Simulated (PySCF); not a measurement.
Species: BH2Cl.
Z-matrix (Å and degrees, PBE0-D3(BJ)/def2-TZVP geometry), rows numbered from 1:
```
B 
Cl  1  1.7334
H   1  1.1900  2  117.98
H   1  1.1901  2  118.08  3   180.00
```

Computed at PBE0/pcSseg-2 (PySCF, non-relativistic), with Q(11B) = 0.04059 b, Q(35Cl) = −0.0817 b: B1, 11B (I = 3/2): χzz = 5.092 MHz, η = 0.559; Cl2, 35Cl (I = 3/2): χzz = 36.57 MHz, η = 0.874.

Question: Where would the pure quadrupole (NQR) lines of 11B at B1 fall for the rigid, isolated species?

Answer: From ν = (|χ|/2)√(1 + η²/3): ν = 2.676 MHz (three-coordinate boron).

Question: Where would the pure quadrupole (NQR) lines of 35Cl at Cl2 fall for the rigid, isolated species?

Answer: From ν = (|χ|/2)√(1 + η²/3): ν = 20.48 MHz (chlorine bonded to B). For 37Cl the ratio of quadrupole moments, 0.7881, gives 16.14 MHz.

In a crystal, neighbours and librations shift these lines. Geometry: PBE0-D3(BJ)/def2-TZVP; no solvent, vibrations or thermal averaging.
